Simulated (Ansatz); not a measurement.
How far each method lies from UCCSDT(Q) for NCS, doublet

Geometry: displaced at random from a stationary point.

```xyz
3

N    -0.0154   -0.0090   -1.3011
C    -0.0163   -0.0252   -0.1376
S     0.0317    0.0342    1.4387
```

Basis cc-pVDZ; Ansatz 0.2.0. Correlated methods freeze the noble-gas cores, which leaves 15 electrons in 39 orbitals. R marks a restricted (for open shells ROHF) determinant, U an unrestricted one.

Full CI isn't at hand for all of this; UCCSDT(Q) serves as the reference, and is uncertain by about the last step of the cluster series. The frozen core follows each run's orbitals, which can shift R against U totals by a few meV.

Unrestricted rows (U) aren't spin-pure: their determinants' ⟨S²⟩ exceeds S(S+1) by up to 0.16, so they mix in states of higher spin. For open shells CISD is restricted-active-space CI with the open shells as a complete middle space.

```
UHF ⟨S²⟩                          : 0.911
T1 diagnostic (RCCSD)             : 0.0284
largest doubles amplitude (RCCSD) : 0.084
T1 diagnostic (UCCSD)             : 0.0342
```

```json
{"level": "UHF", "E − E(RHF) (eV)": "-0.4169"}
{"level": "RMP2", "E − E(RHF) (eV)": "-10.6951"}
{"level": "UMP2", "E − E(RHF) (eV)": "-10.3130"}
{"level": "RCCSD", "E − E(RHF) (eV)": "-11.1416"}
{"level": "UCCSD", "E − E(RHF) (eV)": "-11.1674"}
{"level": "RCCSD(T)", "E − E(RHF) (eV)": "-11.6224"}
{"level": "UCCSD(T)", "E − E(RHF) (eV)": "-11.6154"}
```

(1) Estimate how far UCCSDT(Q) in cc-pVDZ lies from RCCSD(T). The table doesn't fix it; the size of (T) and the diagnostics are the guide.

(1) UCCSDT(Q) in cc-pVDZ lies 7.0 kJ/mol below RCCSD(T), which is 15 % of the (T) step (-46.4 kJ/mol). The diagnostics are small and the rest is a small part of (T), but (T) is large here. The miss exceeds 1 kcal/mol.

The other levels:

```json
{"level": "CISD", "E − E(UCCSDT(Q)) (kJ/mol)": "172.5", "share of correlation (%)": "84.71", "wall time": "6 s"}
{"level": "BCCD(T)", "E − E(UCCSDT(Q)) (kJ/mol)": "6.8", "share of correlation (%)": "99.40", "wall time": "8 s"}
{"level": "RCCSDT", "E − E(UCCSDT(Q)) (kJ/mol)": "5.5", "share of correlation (%)": "99.51", "wall time": "–"}
{"level": "UCCSDT", "E − E(UCCSDT(Q)) (kJ/mol)": "4.9", "share of correlation (%)": "99.56", "wall time": "–"}
{"level": "RCCSDT(Q)", "E − E(UCCSDT(Q)) (kJ/mol)": "0.1", "share of correlation (%)": "99.99", "wall time": "65 s"}
```

The correlation energy at UCCSDT(Q), counted from RHF, is -11.695 eV. That run took 54 s on 1 thread of Arm Neoverse V1, shared host.

Times hold each run's SCF and search for its determinant on a shared host, so for small cases they say little of a method's own cost; they ran on 1 thread of Arm Neoverse V1.
